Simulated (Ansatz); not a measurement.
C2H7Al (`C[CH2][AlH2]`), relaxed with RKS PBE0-D4/def2-TZVP in the Gaussian-basis code of Ansatz from a PBE-D4/def2-SVP geometry. The force threshold is 0.005 eV/Å; the program also tests the step.

The species carries charge 0 and has multiplicity 1.

Start:

```xyz
10

C     0.098    0.805   -1.018
C    -0.253    0.479    0.451
Al    0.087   -1.416    0.910
H    -0.098    1.870   -1.267
H    -0.494    0.198   -1.735
H     1.170    0.619   -1.244
H    -1.322    0.720    0.641
H     0.334    1.137    1.130
H     1.523   -1.880    1.464
H    -1.044   -2.531    0.668
```

```tsv
step	energy (eV)	largest force (eV/Å)	largest move (Å)
1	-8779.7163	0.408	0.000
2	-8779.7445	0.119	0.021
3	-8779.7468	0.016	0.010
4	-8779.7468	0.009	0.004
5	-8779.7469	0.005	0.006
6	-8779.7469	0.009	0.008
7 (rejected)	-8779.7468	0.043	0.007
8	-8779.7469	0.005	0.003
9	-8779.7469	0.016	0.038
10 (rejected)	-8779.7468	0.052	0.105
11	-8779.7470	0.034	0.051
13	-8779.7472	0.069	0.030
15	-8779.7485	0.050	0.066
17	-8779.7502	0.103	0.030
19	-8779.7537	0.077	0.077
21	-8779.7564	0.297	0.133
23	-8779.7700	0.019	0.106
25	-8779.7744	0.089	0.027
27	-8779.7771	0.097	0.146
29	-8779.7783	0.004	0.031
31	-8779.7787	0.021	0.059
33	-8779.7788	0.004	0.015
```

End:

```xyz
10

C    -0.139    0.800   -1.058
C     0.010    0.476    0.428
Al    0.163   -1.416    0.912
H    -0.218    1.876   -1.241
H    -1.031    0.333   -1.485
H     0.713    0.434   -1.638
H    -0.835    0.889    0.996
H     0.886    0.991    0.846
H     0.333   -1.830    2.440
H     0.118   -2.552   -0.201
```

It took 44 s on 2 threads of a server CPU on a shared host, with 0.29 GiB of host memory at the peak.
